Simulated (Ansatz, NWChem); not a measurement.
## How basis sets differ on C2H4F2 (1,1-difluoroethane)

C2H4F2 has 8 atoms, charge 0, and is taken as a singlet. As SMILES, `CC(F)F`. The shape is that of a PBE0-D4/def2-TZVP optimisation.

Each level gives the atomisation enthalpy at 298 K (kJ/mol). The values are calculated. The thermal term (zero-point and 298 K enthalpy, harmonic and unscaled) is that of PBE0-D4/def2-TZVP; the spin-orbit lowering of the free atoms at 298 K, 2.6 kJ/mol by their spectra, is taken off.

Measured value to compare with: Active Thermochemical Tables gives the atomisation enthalpy at 298 K of the gas as 2965 kJ/mol.

```tsv
level	kind	program	value (kJ/mol)	computed − measured
HF/STO-3G	Hartree–Fock	NWChem	2436	-529
HF/3-21G	Hartree–Fock	NWChem	1989	-976
HF/6-31G	Hartree–Fock	NWChem	1936	-1029
HF/6-31G* (spherical functions)	Hartree–Fock	NWChem	2132	-833
HF/6-31G** (spherical functions)	Hartree–Fock	NWChem	2151	-814
HF/6-311G**	Hartree–Fock	NWChem	2111	-854
HF/6-311+G**	Hartree–Fock	Ansatz	2110	-855
HF/6-311G(2df,2pd)	Hartree–Fock	NWChem	2144	-821
```

Nearest: HF/STO-3G (-529 kJ/mol); farthest: HF/6-31G (-1029 kJ/mol). Without the sets that lack polarisation functions the rows with a basis span only 2110 to 2151 kJ/mol.
